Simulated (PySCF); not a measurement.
Results of LNO-CCSD(T) in PySCF (GTH pseudopotentials, Gaussian basis) for rock-salt NaF.

The same calculation (at the measured cell, 12.430 Å³/atom) with different numerical settings; throughout: k mesh 2×2×2:

| run | basis | LNO threshold | total energy (eV/atom) |
|---|---|---|---|
| 1 | DZ | 3e-05 | -979.9093 |
| 2 | DZ | 1e-05 | -979.9110 |
| 3 | DZ | 3e-06 | -979.9175 |
| 4 | TZ | 3e-05 | -981.8929 |
| 5 | TZ | 1e-05 | -981.8959 |
| 6 | TZ | 3e-06 | -981.9083 |

In the column total energy (eV/atom) the first row differs from the last by +1.9990 and the next to last by +0.0124.

The last row is no converged limit: other settings stay fixed.
